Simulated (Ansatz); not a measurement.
Trigonal Se was calculated with PBE in Ansatz (PAW).

Settings: plane-wave cutoff 520 eV, 12×12×8 k mesh (along the axes of the cell as run), perturbation theory, scalar-relativistic PAW data made under PBE.

Computed at the level's own relaxed cell.

```cif
data_Se3
_chemical_formula_sum 'Se3'
_space_group_name_H-M_alt 'P 1'
_space_group_IT_number 1
_cell_length_a 4.52803
_cell_length_b 4.52803
_cell_length_c 5.04303
_cell_angle_alpha 90.000
_cell_angle_beta 90.000
_cell_angle_gamma 120.000
loop_
_space_group_symop_operation_xyz
  'x, y, z'
loop_
_atom_site_label
_atom_site_type_symbol
_atom_site_fract_x
_atom_site_fract_y
_atom_site_fract_z
_atom_site_occupancy
Se1 Se 0.00000 0.21848 0.66667 1
Se2 Se 0.78152 0.78152 0.00000 1
Se3 Se 0.21848 0.00000 0.33333 1
```

Harmonic phonon frequencies (cm⁻¹; i marks an imaginary mode):

```
q point                      frequencies
-------  -------------------------------
Γ           0 0 0 86 127 127 218 218 231
M        29 34 43 56 119 124 210 214 246
K        28 28 34 57 120 120 211 211 251
```

No imaginary mode appears at these points.

Note: the run warned that the k mesh is coarse for the response to a field; the cell comes from a level without a dispersion term, which matters for the spacing of layers, chains or molecules.

Ansatz is a first-principles code.
